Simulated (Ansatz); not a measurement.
Task: Name a neutral molecule of C, N, S and H with HOMO energy (PBE0/def2-TZVPP) between -6.55 and -6.25 eV and LUMO energy (PBE0/def2-TZVPP) between -2.75 and -2.45 eV (Ansatz, PBE0-D4/def2-TZVP geometry).

Result: `N=c1sss1` (-6.40 eV, -2.57 eV). Other molecules can fit too; these were computed, each in one conformer that needn't be the lowest.
